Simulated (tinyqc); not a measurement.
Inside a calculation. Method: geometry optimisation on the UHF/sto-6g surface (energies and gradients from PySCF), for H2O, spin multiplicity 3. The optimisation ends on separated fragments, where the gradient is small because the surface is flat. Computed by tinyqc, a small Python program that keeps every step (integrals from PySCF). Settings: charge = 0, multiplicity = 3, basis = sto-6g, optimiser = bfgs, first Hessian = 0.15, largest step = 0.5, iteration cap = 30. Command: `OMP_NUM_THREADS=1 python tinyqc.py 20008 20009 out.jsonl` (the two numbers bound the seeds that draw the settings). One thread of a shared host (Intel(R) Xeon(R) Processor @ 2.60GHz), about 2 s of CPU time with the checks.

## Step 1: energy and gradient

positions at the start (bohr):
```
            x          y          z
1O   0.015118  -0.043464  -0.032125
2H   0.107714   1.222653   1.145174
3H  -0.047243  -1.188638   1.199976
```

Self-consistent energy and analytic gradient at these positions.

energy = -75.21178042 hartree

gradient (hartree/bohr):
```
              x            y            z
1O   0.01630372   0.17190207   0.56056519
2H  -0.02984161  -0.41305626  -0.34467404
3H   0.01353790   0.24115419  -0.21589115
```

## Step 1: move

Quasi-Newton step p = -H^(-1) g (first H = 0.15 times the unit matrix); steps longer than 0.5 bohr are cut back (factor 0.087 here).

positions after step 1 (bohr):
```
            x          y          z
1O   0.005637  -0.143427  -0.358101
2H   0.125068   1.462850   1.345606
3H  -0.055116  -1.328872   1.325519
```

## Step 2: energy and gradient

As before.

energy = -75.44893475 hartree

gradient (hartree/bohr):
```
              x            y            z
1O   0.01135575   0.16611999   0.06927838
2H  -0.01046260  -0.14340551  -0.13063236
3H  -0.00089315  -0.02271449   0.06135399
```

## Step 2: move

inverse Hessian in use (bohr^2/hartree):
```
           1          2          3          4          5          6          7          8
1   6.667712   0.019628  -0.023636   0.000001   0.000283  -0.001799  -0.001047  -0.019911
2   0.019628   6.964358   0.046671  -0.015736  -0.215043  -0.200895  -0.003893  -0.082649
3  -0.023636   0.046671   3.805451   0.109105   1.519205   1.197739  -0.085468  -1.565876
4   0.000001  -0.015736   0.109105   6.663159  -0.049034  -0.037192   0.003506   0.064770
5   0.000283  -0.215043   1.519205  -0.049034   5.981313  -0.520342   0.048751   0.900396
6  -0.001799  -0.200895   1.197739  -0.037192  -0.520342   6.275483   0.038991   0.721238
7  -0.001047  -0.003893  -0.085468   0.003506   0.048751   0.038991   6.664207  -0.044858
8  -0.019911  -0.082649  -1.565876   0.064770   0.900396   0.721238  -0.044858   5.848919
9   0.025435   0.154225   1.663477  -0.071913  -0.998863  -0.806556   0.046478   0.844638

           9
1   0.025435
2   0.154225
3   1.663477
4  -0.071913
5  -0.998863
6  -0.806556
7   0.046478
8   0.844638
9   5.809746
```

Quasi-Newton step p = -H^(-1) g (the inverse Hessian comes from BFGS updates; coordinates in the order x, y, z of each atom); steps longer than 0.5 bohr are cut back (factor 0.269 here).

positions after step 2 (bohr):
```
            x          y          z
1O  -0.015759  -0.473981  -0.367073
2H   0.140874   1.678434   1.550317
3H  -0.049526  -1.213902   1.129781
```

## Step 3: energy and gradient

As before.

energy = -75.49594380 hartree

gradient (hartree/bohr):
```
              x            y            z
1O  -0.00113253  -0.04802385   0.21087530
2H  -0.00383720  -0.05417476  -0.03696962
3H   0.00496973   0.10219861  -0.17390568
```

## Step 3: move

inverse Hessian in use (bohr^2/hartree):
```
           1          2          3          4          5          6          7          8
1   6.659787  -0.107053   0.002439   0.006702   0.091752   0.084474   0.000177   0.015300
2  -0.107053   4.941622   0.447743   0.090926   1.240882   1.172591   0.016127   0.484163
3   0.002439   0.447743   3.828714   0.090196   1.261341   0.952637  -0.092636  -1.709084
4   0.006702   0.090926   0.090196   6.657583  -0.125135  -0.109024   0.002381   0.034209
5   0.091752   1.240882   1.261341  -0.125135   4.942608  -1.500784   0.033383   0.483176
6   0.084474   1.172591   0.952637  -0.109024  -1.500784   5.350069   0.024550   0.328193
7   0.000177   0.016127  -0.092636   0.002381   0.033383   0.024550   6.664109  -0.049509
8   0.015300   0.484163  -1.709084   0.034209   0.483176   0.328193  -0.049509   5.699328
9  -0.086914  -1.620334   1.885316   0.018828   0.239443   0.363960   0.068086   1.380891

           9
1  -0.086914
2  -1.620334
3   1.885316
4   0.018828
5   0.239443
6   0.363960
7   0.068086
8   1.380891
9   4.417390
```

Quasi-Newton step p = -H^(-1) g (the inverse Hessian comes from BFGS updates; coordinates in the order x, y, z of each atom); steps longer than 0.5 bohr are cut back.

positions after step 3 (bohr):
```
            x          y          z
1O  -0.022432  -0.551627  -0.546058
2H   0.140731   1.676040   1.551536
3H  -0.042710  -1.133861   1.307547
```

## Convergence

Stop when the largest gradient component is below 3e-5 hartree/bohr. The inverse Hessian follows the BFGS update with s = step, y = change of gradient.

Course of the optimisation:
```
step   E (hartree)  largest gradient (hartree/bohr)
1     -75.21178042                         5.61e-01
2     -75.44893475                         1.66e-01
3     -75.49594380                         2.11e-01
4     -75.52173862                         4.39e-02
5     -75.52931789                         3.31e-02
6     -75.54181562                         1.78e-02
7     -75.54573935                         7.32e-03
8     -75.54793191                         3.48e-03
9     -75.54887244                         1.72e-03
10    -75.54932387                         8.46e-04
11    -75.54953540                         4.19e-04
12    -75.54963688                         2.39e-04
13    -75.54968593                         1.03e-04
14    -75.54970975                         2.15e-04
15    -75.54972147                         2.56e-05
```

Final distances (angstrom):
```
pair   distance
2H-1O  3.522669
3H-1O  1.011724
3H-2H  3.444890
```

Converged in 15 steps.
